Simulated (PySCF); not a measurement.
Can point charges reproduce the dipole moment of `O(C#C)CC`?

Coordinates (GFN2-xTB, Å) and charges (e) from the PBE0/pcSseg-1 density (PySCF):

| atom | x | y | z | Mulliken | IAO | Hirshfeld | ESP-fitted |
| --- | --- | --- | --- | --- | --- | --- | --- |
| C1 | 1.165 | -0.849 | 2.067 | -0.2325 | -0.3484 | -0.1669 | -0.6478 |
| C2 | 1.192 | -0.226 | 1.045 | +0.2670 | +0.1580 | +0.0238 | +0.3167 |
| O3 | 1.222 | 0.437 | -0.075 | -0.4427 | -0.2867 | -0.0802 | -0.3268 |
| C4 | 0.218 | 0.098 | -1.023 | +0.0132 | -0.0429 | +0.0238 | +0.3098 |
| C5 | -1.178 | 0.484 | -0.552 | -0.3164 | -0.4384 | -0.1217 | -0.3203 |
| H6 | 1.194 | -1.352 | 2.984 | +0.0718 | +0.2014 | +0.0827 | +0.3410 |
| H7 | 0.260 | -0.978 | -1.240 | +0.1202 | +0.1388 | +0.0452 | +0.0111 |
| H8 | 0.491 | 0.655 | -1.924 | +0.1303 | +0.1589 | +0.0544 | +0.0296 |
| H9 | -1.423 | -0.050 | 0.364 | +0.1380 | +0.1555 | +0.0409 | +0.1043 |
| H10 | -1.908 | 0.231 | -1.317 | +0.1245 | +0.1528 | +0.0525 | +0.0809 |
| H11 | -1.228 | 1.553 | -0.355 | +0.1267 | +0.1511 | +0.0455 | +0.1016 |

Q: What dipole does each set of charges give (1 e·Å = 4.803 D), and what does the density give?

A: The full density gives (-1.62, -0.33, -1.34) D, 2.13 D in size; dipole vectors point from the negative to the positive end.

| scheme | μx | μy | μz | size (D) | share of the full size (%) | angle to the full dipole (°) |
| --- | --- | --- | --- | --- | --- | --- |
| Mulliken | -2.53 | -0.57 | -1.69 | 3.09 | 145 | 6 |
| IAO | -1.94 | -0.59 | -1.55 | 2.56 | 120 | 5 |
| Hirshfeld | -0.92 | 0.02 | -1.23 | 1.54 | 72 | 16 |
| ESP-fitted | -1.61 | -0.34 | -1.36 | 2.13 | 100 | 1 |

Q: Which set comes closest?

A: Length of the difference vector: ESP-fitted 0.02 D, IAO 0.47 D, Hirshfeld 0.79 D, Mulliken 1.00 D. Closest: ESP-fitted. 

Q: What is left for the Hirshfeld atoms' own dipoles?

A: The shares of the density sum to the whole, so what Σ q r misses lies in dipoles about the nuclei. The atomic dipoles sum to (-1.62, -0.33, -1.34) − (-0.92, 0.02, -1.23) = (-0.70, -0.35, -0.11) D, 0.79 D in size.

Q: With the origin at the mean of the coordinates, (0.000, 0.000, -0.002) Å, which are the largest single terms, by size, of the ESP-fitted dipole along the direction of the full one?

A: C1 +6.41, H6 -4.23, C2 -2.33, C5 -1.80, O3 +1.49 D; all 11 atoms together +2.13 D. The single terms depend on the origin, their sum doesn't.

Q: Give the size of the full dipole in other units.

A: 2.13 D = 0.838 au = 0.443 e·Å = 7.10 × 10⁻³⁰ C·m.

One conformer (not necessarily the lowest) at the GFN2-xTB geometry, without solvent, vibrations or thermal averaging.

Conformer computed: `[CH:1]#[C:2][O:3][CH2:4][CH3:5]`: C2–O3–C4–C5 67°.
